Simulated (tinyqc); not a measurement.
Worked calculation: G0W0 on RHF in the sto-6g basis, for OH-, spin multiplicity 1. The basis has no diffuse functions, so it cannot describe the extra electron: this is an exercise in the method, not the real anion. One step of it, computed by the program tinyqc.

Problem. Integrals over molecular orbitals. (pq|rs) = sum C_ip C_jq C_kr C_ls (ij|kl), one index at a time.

coefficients C:
```
              MO1        MO2        MO3       MO4        MO5        MO6
1O 1s    0.996449  -0.216884  -0.117125  0.000000   0.000000   0.099293
1O 2s    0.016908   0.787868   0.675331  0.000000   0.000000  -0.802084
1O 2px   0.000000   0.000000   0.000000  0.309920   0.950763   0.000000
1O 2py   0.000000   0.000000   0.000000  0.950763  -0.309920   0.000000
1O 2pz   0.004105   0.114501  -0.590505  0.000000   0.000000  -1.006288
2H 1s   -0.006157   0.314748  -0.596310  0.000000   0.000000   1.248647
```

core Hamiltonian H = T + V (hartree):
```
             1O 1s      1O 2s     1O 2px     1O 2py     1O 2pz      2H 1s
1O 1s   -32.565623  -7.193968   0.000000   0.000000  -0.021634  -2.302473
1O 2s    -7.193968  -8.774412   0.000000   0.000000  -0.226051  -4.296537
1O 2px    0.000000   0.000000  -7.029950   0.000000   0.000000   0.000000
1O 2py    0.000000   0.000000   0.000000  -7.029950   0.000000   0.000000
1O 2pz   -0.021634  -0.226051   0.000000   0.000000  -7.196093  -2.817455
2H 1s    -2.302473  -4.296537   0.000000   0.000000  -2.817455  -5.246112
```

Two-electron integrals (ij|kl) in chemists' order, unique and non-zero (hartree):
```
(11|11) 4.787491   (21|11) 0.675884   (21|21) 0.121505   (22|11) 1.117379
(22|21) 0.249212   (22|22) 0.817383   (31|31) 0.025762   (32|31) 0.039145
(32|32) 0.180664   (33|11) 1.117381   (33|21) 0.249212   (33|22) 0.817382
(33|33) 0.880663   (41|41) 0.025762   (42|41) 0.039145   (42|42) 0.180664
(43|43) 0.047461   (44|11) 1.117381   (44|21) 0.249212   (44|22) 0.817382
(44|33) 0.785741   (44|44) 0.880663   (51|51) 0.025762   (52|51) 0.039145
(52|52) 0.180664   (53|53) 0.047461   (54|54) 0.047461   (55|11) 1.117381
(55|21) 0.249212   (55|22) 0.817382   (55|33) 0.785741   (55|44) 0.785741
(55|55) 0.880663   (61|11) 0.229894   (61|21) 0.039562   (61|22) 0.079195
(61|33) 0.079018   (61|44) 0.079018   (61|51) 0.001918   (61|52) 0.003717
(61|55) 0.079548   (61|61) 0.013132   (62|11) 0.495421   (62|21) 0.111730
(62|22) 0.398113   (62|33) 0.392047   (62|44) 0.392047   (62|51) 0.008760
(62|52) 0.060968   (62|55) 0.410244   (62|61) 0.036443   (62|62) 0.229298
(63|31) 0.013201   (63|32) 0.071551   (63|53) 0.012963   (63|63) 0.034832
(64|41) 0.013201   (64|42) 0.071551   (64|54) 0.012963   (64|64) 0.034832
(65|11) 0.327652   (65|21) 0.075024   (65|22) 0.284981   (65|33) 0.271758
(65|44) 0.271758   (65|51) 0.018594   (65|52) 0.114231   (65|55) 0.311426
(65|61) 0.025773   (65|62) 0.199698   (65|65) 0.207562   (66|11) 0.595555
(66|21) 0.136703   (66|22) 0.549285   (66|33) 0.527306   (66|44) 0.527306
(66|51) 0.015550   (66|52) 0.140988   (66|55) 0.593243   (66|61) 0.045199
(66|62) 0.377669   (66|65) 0.376957   (66|66) 0.774999
```

Give: one-electron integrals over orbitals h = C^T H C; Two-electron integrals over orbitals.

Solution.

one-electron integrals over orbitals h = C^T H C (hartree):
```
         1       2       3       4       5       6
1  -32.551   0.574   0.311   0.000   0.000  -0.276
2    0.574  -7.193  -0.614   0.000   0.000   1.293
3    0.311  -0.614  -6.353   0.000   0.000  -1.169
4    0.000   0.000   0.000  -7.030   0.000   0.000
5    0.000   0.000   0.000   0.000  -7.030   0.000
6   -0.276   1.293  -1.169   0.000   0.000  -5.531
```

Two-electron integrals over orbitals (pq|rs), unique and non-zero (hartree):
```
(11|11) 4.760       (21|11) -0.417      (21|21) 0.059       (22|11) 0.999
(22|21) -0.013      (22|22) 0.742       (31|11) -0.235      (31|21) 0.031
(31|22) -0.017      (31|31) 0.030       (32|11) 0.178       (32|21) -0.011
(32|22) -0.016      (32|31) 0.011       (32|32) 0.145       (33|11) 0.933
(33|21) -0.012      (33|22) 0.667       (33|31) 0.005       (33|32) 0.063
(33|33) 0.729       (41|41) 0.027       (42|41) 0.032       (42|42) 0.139
(43|41) 0.016       (43|42) 0.057       (43|43) 0.059       (44|11) 1.117
(44|21) -0.011      (44|22) 0.741       (44|31) -0.006      (44|32) 0.089
(44|33) 0.697       (44|44) 0.881       (51|51) 0.027       (52|51) 0.032
(52|52) 0.139       (53|51) 0.016       (53|52) 0.057       (53|53) 0.059
(54|54) 0.047       (55|11) 1.117       (55|21) -0.011      (55|22) 0.741
(55|31) -0.006      (55|32) 0.089       (55|33) 0.697       (55|44) 0.786
(55|55) 0.881       (61|11) 0.212       (61|21) -0.034      (61|22) -4.60e-03
(61|31) -1.68e-03   (61|32) 0.024       (61|33) 0.019       (61|44) 4.96e-03
(61|55) 4.96e-03    (61|61) 0.038       (62|11) -0.283      (62|21) 0.006
(62|22) -0.122      (62|31) 0.018       (62|32) -2.84e-03   (62|33) -0.035
(62|44) -0.140      (62|55) -0.140      (62|61) 0.014       (62|62) 0.113
(63|11) 0.231       (63|21) -3.61e-03   (63|22) 0.057       (63|31) 0.005
(63|32) 0.106       (63|33) 0.098       (63|44) 0.123       (63|55) 0.123
(63|61) 0.010       (63|62) -0.052      (63|63) 0.132       (64|41) -0.013
(64|42) -0.050      (64|43) 4.75e-04    (64|64) 0.040       (65|51) -0.013
(65|52) -0.050      (65|53) 4.75e-04    (65|65) 0.040       (66|11) 0.959
(66|21) -0.010      (66|22) 0.703       (66|31) -0.020      (66|32) -0.053
(66|33) 0.651       (66|44) 0.666       (66|55) 0.666       (66|61) -0.011
(66|62) -0.089      (66|63) 0.017       (66|66) 0.734
```
